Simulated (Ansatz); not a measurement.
# SO+ (quartet): B2PLYP, PBE-QIDH over a scan of the distance O1–S2, 6-31G

How well do these functionals follow the top wave-function level for SO+ (quartet) over a scan of the distance O1–S2?

The runs use Ansatz 0.2.0, Gaussian basis; 6-31G, all electrons in the functionals, frozen cores in the correlation of double hybrids and RPA.

Plan: B2PLYP, PBE-QIDH, at 1.284 Å; 1.513 Å; 1.643 Å; 1.818 Å; 1.989 Å; 2.314 Å; 2.688 Å; 3.035 Å; 3.589 Å; 4.409 Å; 5.611 Å.

28 further runs of the same task are left out: 5 for a known fault of the program, 17 that didn't finish, 6 set aside as unsound or not needed. Runs told in other sessions of the task aren't counted.

### 1 What is computed

The geometry derives from a PBE0/def2-TZVP stationary point (not a proven minimum). One bond is set to the value named and the two fragments are kept rigid.

2 atoms, charge 1, spin multiplicity 4.

Atoms are counted from 1 here; the program's logs count them from 0.

Bond lengths: O1–S2 1.643 Å.

No dispersion term is added.

The geometry shown and the zero of energy belong to the point 1.643 Å. The yardstick, FCI, and other wave-function levels (R restricted, U unrestricted, valence and pair active spaces) come from earlier runs.

### 2 B2PLYP, 1.284 Å

File in.yaml:

```yaml
crystal:
  periodic: [false, false, false]
  atoms:
    - {symbol: O, position_ang: [0.000000, 0.000000, 0.000000]}
    - {symbol: S, position_ang: [0.000000, 0.000000, 1.284000]}
basis:
  gaussian: {orbitals: 6-31G}
total_charge: 1
magnetization: {spin_polarized: true, initial_magnetization: 3}
hamiltonian: {xc: {name: B2PLYP}}
correlation: {electrons: outside_noble_gas}
```

Command:

```bash
> ansatz run in.yaml --threads 1 --pin off --events-out ev --progress --plain --max-ram 2393MiB
```

Further steps of the session: B2PLYP, 1.513 Å; B2PLYP, 1.643 Å; B2PLYP, 1.818 Å; B2PLYP, 1.989 Å; B2PLYP, 2.314 Å; B2PLYP, 2.688 Å; B2PLYP, 3.035 Å; B2PLYP, 3.589 Å; B2PLYP, 4.409 Å; B2PLYP, 5.611 Å; PBE-QIDH, 1.284 Å; PBE-QIDH, 1.513 Å; PBE-QIDH, 1.643 Å; PBE-QIDH, 1.818 Å; PBE-QIDH, 1.989 Å; PBE-QIDH, 2.314 Å; PBE-QIDH, 2.688 Å; PBE-QIDH, 3.035 Å; PBE-QIDH, 3.589 Å; PBE-QIDH, 4.409 Å; PBE-QIDH, 5.611 Å.

Before running them: what should the planned runs give, taken together? Wanted: span of the FCI curve; largest miss, B2PLYP; largest miss, PBE-QIDH.

As calculated:

```
              quantity                value
 span of the FCI curve             7.508 eV
  largest miss, B2PLYP  +1.502 eV (5.611 Å)
largest miss, PBE-QIDH  +1.192 eV (3.589 Å)
```

What this shows: Of the functionals, PBE-QIDH keep the smallest largest miss at the points compared (at most 1.192 eV) and B2PLYP strays most (1.502 eV, at 5.611 Å). B2PLYP, PBE-QIDH clearly break the spin symmetry at some points (⟨S²⟩ up to 1.00 above the pure value), so energy there is bought with a mixed spin. Functionals and the yardstick converge differently with the basis, so part of each miss in 6-31G is the basis.
